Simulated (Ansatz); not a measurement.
Cost and result for the atomization energy of C2HF2, SMILES `F/[C]=C\F` radical (5 atoms, 4 bonds).

Charge 0, multiplicity 2. Geometry: relaxed with PBE0-D4/def2-TZVP. Program: Ansatz. All runs use 2 threads of a server CPU on a shared host. Times are those of one run each, without the atoms' runs, and a repeat can differ threefold. Electronic energies, without spin–orbit coupling; frozen cores. CCSD(T)/CBS adds CCSD(T) − MP2 in def2-TZVPP to the MP2 limit, and its time is that of the two runs behind it. T1 = 0.031; ⟨S²⟩ of the reference is 0.94. B3LYP takes the VWN-RPA correlation (the form of Gaussian; ORCA's B3LYP/G). HSE06 is the plane-wave form, built on full-range PBE exchange.

CCSD(T)/CBS is a level of theory with its own doubt, some kJ/mol a heavy atom from the limit and from the frozen cores, so smaller differences don't rank the functionals.

```
                            level  functions  wall time  atomization (kJ/mol)  difference from CCSD(T)/CBS  per bond
           LDA (SPW92)/def2-TZVPP        138      1.1 s                2339.4                        449.7     112.4
  PBE-D4/def2-TZVPP (with forces)        138      2.5 s                2033.2                        143.5      35.9
              BHLYP-D4/def2-TZVPP        138      2.5 s                1787.1                       -102.6     -25.6
              HSE06-D4/def2-TZVPP        138      2.8 s                1941.0                         51.3      12.8
B3LYP-D4/def2-TZVPP (with forces)        138      2.9 s                1908.2                         18.5       4.6
              PBE-QIDH/def2-TZVPP        138      3.7 s                1890.3                          0.6       0.1
                B2PLYP/def2-TZVPP        138        4 s                1886.6                         -3.1      -0.8
                 CCSD(T)/def2-SVP         61      4.3 s                1798.6                        -91.1     -22.8
               ωB97X-V/def2-TZVPP        138        7 s                1904.7                         15.0       3.8
 ωB97M-V/def2-TZVPP (with forces)        138        9 s                1906.5                         16.8       4.2
                   MP2/def2-QZVPP        258       11 s                1925.8                         36.1       9.0
               CCSD(T)/def2-TZVPP        138       84 s                1833.7                        -56.0     -14.0
                CCSD(T)/CBS(def2)          –       94 s                1889.7                          0.0       0.0
```

The D4 term adds +8.8 kJ/mol with B3LYP and +4.5 kJ/mol with PBE0; it sums over pairs of atoms, weighted by their polarisabilities, and B3LYP, whose exchange is more repulsive, gets the larger term. From BLYP to BHLYP (50 % exact exchange), in def2-TZVPP and without D4, the atomization energy moves by −152.6 kJ/mol: exact exchange takes away binding that semilocal exchange gives to molecules. At CCSD(T), def2-SVP lies −91.1 kJ/mol from the extrapolated value and def2-TZVPP −56.0 kJ/mol: correlation converges slowly with the basis, and small sets miss more of it in the bonded molecule than in its fragments.
